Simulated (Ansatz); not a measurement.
## Energy profile

The step: SiNH₅ ([NH2][SiH3]) + SiH₃ → SiNH₄ ([NH2][SiH2]) + SiH₄; bonds formed: H1–Si4; bonds broken: H1–Si2 (atoms numbered as in the saddle structure below).

```
11
angstrom
H -0.6542 -0.0387 0.0174
Si 0.6319 1.1954 0.3710
N 2.2397 0.6377 0.1189
Si -1.8382 -1.2873 -0.3511
H 0.3979 2.3601 -0.5301
H 0.4982 1.5901 1.8026
H 2.5876 0.4972 -0.8159
H 2.6579 -0.0139 0.7633
H -1.8708 -2.2915 0.7492
H -1.4597 -1.9678 -1.6217
H -3.1903 -0.6814 -0.5038
```

Electronic energies by CCSD(T) at an estimated basis limit (MP2 extrapolated from triple and quadruple zeta, plus CCSD(T) − MP2 in triple zeta), on PBE0-D4/def2-TZVP structures; Si₂NH₈, doublet; no counterpoise correction; spin–orbit coupling, which lowers free halogen atoms and radicals such as OH and SH, is left out. Computed with Ansatz 0.2.0 (basis: def2-TZVPP and def2-QZVPP); correlated methods freeze the cores; orbitals are unrestricted. Extrapolation: Hartree–Fock as exp(−7.88 √X), correlation as X^−2.97.

(1) Give the profile in eV, counted from the separated reactants. (An estimate is asked for; the value comes from the calculation.)

T1 diagnostic: at most 0.016. ⟨S²⟩ of the unrestricted Hartree–Fock references: 0.75 to 0.78 (a pure state has 0.75).

Results:

(1) The calculation gives:
```csv
point,eV
"separated: SiNH₅ (linked as [NH2][SiH3]; H1, Si2, N3, H5, H6, H7, H8; singlet) + SiH₃ (Si4, H9, H10, H11; doublet)",0.000
start structure,-0.054
saddle,0.465
end structure,-0.091
"separated: SiH₄ (H1, Si4, H9, H10, H11; singlet) + SiNH₄ (linked as [NH2][SiH2]; Si2, N3, H5, H6, H7, H8; doublet)",-0.042
```

Radical steps of this kind take place in plasma deposition and etching.

For scale, one of the runs: CCSD(T)/def2-TZVPP, 227 basis functions, launched by `ansatz run in.yaml --threads 4 --pin off --events-out ev --progress --plain --max-ram 9574MiB`. The run took 12 min on 4 CPU threads of an Intel Xeon (shared host), with 3.4 GiB of host memory at its peak.
